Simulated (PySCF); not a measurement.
Simulated outer-valence photoelectron spectrum of `Clc1c[nH]cn1`. The calculation used EOM-IP-CCSD/aug-cc-pVDZ in PySCF, restricted Hartree–Fock reference, frozen core, non-relativistic, gas phase, PBE0-D3(BJ)/def2-SVP geometry.

Each root has a Gaussian of 0.4 eV full width with its one-hole share as area; cross sections and vibrations are left out, and the highest printed point is 100.

| ionisation energy (eV) | intensity |
| --- | --- |
| 8.2 | 0 |
| 8.4 | 7 |
| 8.6 | 40 |
| 8.8 | 53 |
| 9.0 | 18 |
| 9.2 | 2 |
| 9.4 | 0 |
| 9.6 | 0 |
| 9.8 | 0 |
| 10.0 | 4 |
| 10.2 | 38 |
| 10.4 | 100 |
| 10.6 | 77 |
| 10.8 | 17 |
| 11.0 | 4 |
| 11.2 | 25 |
| 11.4 | 56 |
| 11.6 | 31 |
| 11.8 | 4 |
| 12.0 | 2 |
| 12.2 | 20 |
| 12.4 | 54 |
| 12.6 | 36 |
| 12.8 | 6 |
| 13.0 | 0 |
| 13.2 | 0 |
| 13.4 | 0 |
| 13.6 | 0 |
| 13.8 | 0 |
| 14.0 | 1 |
| 14.2 | 16 |
| 14.4 | 52 |
| 14.6 | 42 |
| 14.8 | 21 |
| 15.0 | 53 |
| 15.2 | 80 |
| 15.4 | 63 |
| 15.6 | 19 |
| 15.8 | 2 |

Task: Where are the maxima, and how many lines lie under the curve?

Result: 6 maxima, at 8.7, 10.5, 11.4, 12.4, 14.5 and 15.2 eV, from 8 lines. At this width some lines have no maximum of their own.

Task: List the lines with their holes.

Result: 
| E (eV) | leading hole (HF orbital) | area | Koopmans (eV) |
| --- | --- | --- | --- |
| 8.74 | HOMO | 0.96 | 8.83 |
| 10.40 | HOMO-1 | 0.94 | 11.15 |
| 10.51 | HOMO-3 | 0.94 | 12.64 |
| 11.42 | HOMO-2 | 0.95 | 12.25 |
| 12.44 | HOMO-4 | 0.94 | 13.51 |
| 14.47 | HOMO-5 | 0.95 | 15.71 |
| 15.08 | HOMO-7 | 0.89 | 17.03 |
| 15.35 | HOMO-6 | 0.95 | 16.84 |

The widest gap, 2.03 eV, lies between 12.44 and 14.47 eV. Only orbitals with −ε under 21 eV, eight at most, were ionised, so the high end of the curve may lack lines.
